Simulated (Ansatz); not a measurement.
This geometry of ClH₄NSi (7 atoms, charge 0, multiplicity 1) is a first-order saddle point.

Theory: RKS PBE0-D4/def2-SVP in Ansatz.

```xyz
7
Properties=species:S:1:pos:R:3
Si 0.213 0.062 -0.532
Cl 1.211 -0.092 1.956
H 1.559 0.077 0.425
N -0.808 1.412 -0.703
H -1.810 1.397 -0.539
H -0.450 2.351 -0.833
H -0.747 -1.078 -0.361
```

Q: Which two structures does it join? (They come from a converged band through this point; their orientation in space is the band's.)

A: Bonds broken: Si1–Cl2, Si1–H3. Bonds formed: Cl2–H3. ClH4NSi becomes ClH + H3NSi.

First end point:

```xyz
7
Properties=species:S:1:pos:R:3
Si 0.226 0.059 0.001
Cl 0.513 0.099 2.068
H 1.584 0.100 -0.604
N -0.685 1.366 -0.629
H -1.685 1.412 -0.463
H -0.281 2.295 -0.667
H -0.503 -1.202 -0.293
```

Last end point:

```xyz
7
Properties=species:S:1:pos:R:3
Si -0.218 -0.515 -0.486
Cl 1.934 1.237 1.653
H 1.495 0.176 1.007
N -0.816 1.082 -0.461
H -1.620 1.452 -0.959
H -0.345 1.786 0.103
H -1.263 -1.089 -1.444
```

Q: How far does it lie above each of them?

A: 63.9 kcal/mol above the first and 6.9 kcal/mol above the second. This is the barrier of this one path; another mechanism may lie lower. The orbitals stay closed-shell, which can raise the energy where a bond breaks towards radicals; this wasn't checked here.

Time of the run: 3.8 min on 1 thread of Intel(R) Xeon(R) 6975P-C (Granite Rapids), on a shared host, peak memory 0.14 GiB.
